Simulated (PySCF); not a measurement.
C4H7 (doublet state).
Numbering: `[CH3:1][C@@H:2]1[CH:3][CH2:4]1` (hydrogens: H5, H6, H7 on C1; H8 on C2; H9 on C3; H10, H11 on C4)

Cartesian coordinates in Å at the PBE0-D3(BJ)/def2-SVP level; atoms count from 1:
```xyz
11
C4H7 angstrom
C      1.3955   -0.1937   -0.1469
C     -0.0188   -0.2873    0.3748
C     -1.1510   -0.5447   -0.5200
C     -1.0324    0.8018    0.0432
H      1.4113    0.2366   -1.1596
H      1.8618   -1.1899   -0.2004
H      2.0182    0.4395    0.5045
H     -0.0939   -0.7186    1.3841
H     -1.9508   -1.2859   -0.5365
H     -1.7406    1.1317    0.8139
H     -0.6884    1.6159   -0.6090
```

Method used: PySCF 2.14.0, UKS B3LYP, IGLO-III on C, pcH-1 on H, non-relativistic, mean-field spin-orbit, GIAO. Isolated species at its PBE0-D3(BJ)/def2-SVP geometry, gas phase. No stability test was run, so a lower SCF solution isn't excluded.

(1) The isotropic 13C couplings are +253.7, +42.3, -19.6, -17.5 MHz. Assign them to C1; C2; C3; C4.

(2) The isotropic 1H couplings, averaged over equivalent nuclei, are +90.5, +60.1, +54.0, -15.0, -1.8 MHz. Assign them to H5/H6/H7; H8; H9; H10; H11.

Answers

(1) 
```json
{"site": "C1", "a_iso (MHz)": "+42.3", "ρ(0) (bohr⁻³)": "+0.0377", "position": "2 bonds from C3", "distance from C3 (Å)": "2.60", "spin population": "+0.02", "largest |T| (MHz)": "6.5"}
{"site": "C2", "a_iso (MHz)": "-17.5", "ρ(0) (bohr⁻³)": "-0.0155", "position": "1 bond from C3", "distance from C3 (Å)": "1.47", "spin population": "-0.04", "largest |T| (MHz)": "4.3"}
{"site": "C3", "a_iso (MHz)": "+253.7", "ρ(0) (bohr⁻³)": "+0.2257", "position": "largest spin population", "distance from C3 (Å)": "0.00", "spin population": "+0.98", "largest |T| (MHz)": "144.8"}
{"site": "C4", "a_iso (MHz)": "-19.6", "ρ(0) (bohr⁻³)": "-0.0175", "position": "1 bond from C3", "distance from C3 (Å)": "1.46", "spin population": "-0.05", "largest |T| (MHz)": "4.3"}
```

(2) 
```
    site  a_iso (MHz)  ρ(0) (bohr⁻³)            position  distance from C3 (Å)  bound to  spin population there  largest |T| (MHz)
H5/H6/H7         -1.8        -0.0004  γ, 3 bonds from C3                  3.11        C1                  +0.02                5.6
      H8        +54.0        +0.0121  β, 2 bonds from C3                  2.18        C2                  -0.04                7.1
      H9        -15.0        -0.0034   α, 1 bond from C3                  1.09        C3                  +0.98               37.2
     H10        +60.1        +0.0134  β, 2 bonds from C3                  2.22        C4                  -0.05                6.9
     H11        +90.5        +0.0202  β, 2 bonds from C3                  2.21        C4                  -0.05               10.0
```

ρ(0) is the spin density at the nucleus and T the dipolar tensor; entries for several nuclei are means. The largest Mulliken spin population is on C3 (+0.98). The angles at C3 add up to 330.4°, so it is pyramidal.

Nuclei that the bonding pattern makes equivalent are averaged, as if the motion that swaps them (rotation, inversion, ring flip) were fast.
